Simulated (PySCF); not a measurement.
Delta-SCF ions had no search for a lower state. 

Cartesian coordinates (Å):
```xyz
5

C      0.0000     0.0000     0.0000
H     -0.6215    -0.3712     0.8143
H     -0.4459     0.9037    -0.4143
H      0.0710    -0.7595    -0.7781
H      0.9964     0.2270     0.3780
```
Charge 0, spin multiplicity 1.

Question: Predict the HOMO, LUMO, HOMO–LUMO gap, vertical ionisation energy (Delta-SCF) and dipole moment from PBE0-D4/def2-TZVP (PySCF).

Answer: 
- HOMO: -10.98 eV
- LUMO: 1.69 eV
- HOMO–LUMO gap: 12.68 eV
- vertical ionisation energy (Delta-SCF): 14.18 eV
- dipole moment: 0.00 D
